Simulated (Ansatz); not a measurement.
Ansatz (a first-principles code) input for chlorine (Cl₂), SMILES ClCl, PBE-D3(BJ)/def2-TZVPD. 

Ansatz 0.2 input:
```yaml
crystal:
  periodic: [false, false, false]
  atoms:
    - {symbol: Cl, position_ang: [0.00000000, 0.00000000, -1.00537998]}
    - {symbol: Cl, position_ang: [0.00000000, 0.00000000, 1.00537998]}
basis:
  gaussian:
    orbitals: def2-TZVPD
hamiltonian:
  xc: pbe
  dispersion: d3bj
relax: {f_tol: 0.002, max_steps: 200}
```

It prints:

```
WARN ansatz: RAYON_NUM_THREADS=1 ignored (pool sized by the plan → 1); use --threads N
Functional definition: PBE
integrals: 0.02 GiB planned
560 factors; their error is unknown
mean field: 0.18 GiB planned
mean field evaluation 1: about -25034.9757 eV, gradient 7.9e0 eV
mean field evaluation 2: about -25035.0650 eV, gradient 5.4e0 eV
mean field evaluation 4: about -25035.1159 eV, gradient 3.8e-1 eV
mean field evaluation 8: about -25035.1082 eV, gradient 1.6e-3 eV
mean field -25035.10815324 eV, -920.0232552258 hartree, gradient 8.8e-6 eV, S^2 0.000000; 0 other end points of the search recorded, 0 dependent functions left out
the calculation of the forces begins
reference -25035.10820852 eV, -920.0232572573 hartree; 17, 17 occupied and 75, 75 virtual orbitals, 560 factors
relax step   1: F+E_penalty+E_count = -25035.13628084 eV  Δ(F+E_penalty+E_count) = +0.000e0 eV  max|allowed force component| = 9.470e-2 eV/Å  Δτ_max = 0.0000 Å  (23 SCF iters, accepted)
these checks for a lower state are left out or cut short: starts, cluster_reference, orbital_swaps, neighbouring_geometries, increment
integrals: 0.02 GiB planned
560 factors; their error is unknown
mean field: 0.18 GiB planned
mean field evaluation 16: about -25035.1084 eV, gradient 2.3e-5 eV
mean field -25035.10838716 eV, -920.0232638222 hartree, gradient 6.8e-5 eV, S^2 0.000000; 0 other end points of the search recorded, 0 dependent functions left out
the calculation of the forces begins
reference -25035.10844243 eV, -920.0232658533 hartree; 17, 17 occupied and 75, 75 virtual orbitals, 560 factors
relax step   2: F+E_penalty+E_count = -25035.13652113 eV  Δ(F+E_penalty+E_count) = -2.403e-4 eV  max|allowed force component| = 4.277e-3 eV/Å  Δτ_max = 0.0024 Å  (25 SCF iters, accepted)
these checks for a lower state are left out or cut short: starts, cluster_reference, orbital_swaps, neighbouring_geometries, increment
integrals: 0.02 GiB planned
560 factors; their error is unknown
mean field: 0.18 GiB planned
mean field -25035.10838735 eV, -920.0232638290 hartree, gradient 5.4e-6 eV, S^2 0.000000; 0 other end points of the search recorded, 0 dependent functions left out
the calculation of the forces begins
reference -25035.10844262 eV, -920.0232658601 hartree; 17, 17 occupied and 75, 75 virtual orbitals, 560 factors
relax step   3: F+E_penalty+E_count = -25035.13652161 eV  Δ(F+E_penalty+E_count) = -4.836e-7 eV  max|allowed force component| = 1.075e-5 eV/Å  Δτ_max = 0.0001 Å  (19 SCF iters, accepted)
integrals: 0.02 GiB planned
560 factors; their error is unknown
mean field: 0.18 GiB planned
mean field evaluation 32: about -25035.1084 eV, gradient 1.6e-3 eV
mean field -25035.10838735 eV, -920.0232638290 hartree, gradient 5.5e-6 eV, S^2 0.000000; 1 other end points of the search recorded, 0 dependent functions left out
the calculation of the forces begins
reference -25035.10844262 eV, -920.0232658601 hartree; 17, 17 occupied and 75, 75 virtual orbitals, 560 factors
Total energy: -25035.13657688 eV, -920.0242997753 hartree
Atom 0 at     0.000000     0.000000    -1.002847 Å, force     0.000000    -0.000000    -0.000011 eV/Å
Atom 1 at    -0.000000    -0.000000     1.002847 Å, force    -0.000000    -0.000000     0.000011 eV/Å
Dipole moment:    -0.000000     0.000000    -0.000000 e Å
```

The calculation finished and met its thresholds.

Cost: roughly 3 core-seconds.
